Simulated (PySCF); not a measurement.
Species: C4H3O2 (charge -1).
SMILES: `C#CCC(=O)[O-]`

Torsions of this conformer, `[CH:1]#[C:2][CH2:3][C:4](=[O:5])[O-:6]`: C2–C3–C4–O5 92°.

The closed-shell ground state was solved at several levels (PySCF, density fitting, gas phase, non-relativistic). The structure is a single PBE0-D3(BJ)/def2-SVP conformer in the gas phase; no vibrational or solvent corrections. The geometry's basis has no diffuse functions, a weakness for an anion. No diffuse functions stand in pcJ-1, pcSseg-1 and pcSseg-2, which bears on an anion's orbital energies.

```json
{"level": "PBE0/pcSseg-1", "basis functions": "117", "HOMO (eV)": "-1.35", "LUMO (eV)": "5.20", "gap (eV)": "6.55"}
{"level": "CAM-B3LYP/def2-SVPD", "basis functions": "150", "HOMO (eV)": "-3.17", "LUMO (eV)": "4.75", "gap (eV)": "7.92"}
{"level": "B3LYP/pcJ-1", "basis functions": "192", "HOMO (eV)": "-1.09", "LUMO (eV)": "4.96", "gap (eV)": "6.05"}
```

**Question.** Estimate the row for B97-2/pcSseg-2, a basis of 258 functions; the other rows only guide the guess.

**Answer.** HOMO -1.37 eV, LUMO 4.22 eV, gap 5.59 eV.

**Question.** Over all these levels, which gives the widest orbital gap and which the narrowest?

**Answer.** CAM-B3LYP/def2-SVPD (range-separated hybrid) has the widest, 7.92 eV, and B97-2/pcSseg-2 (global hybrid, 21 % exact exchange) the narrowest, 5.59 eV. Functional and basis both differ between the two, so the spread mixes both effects.
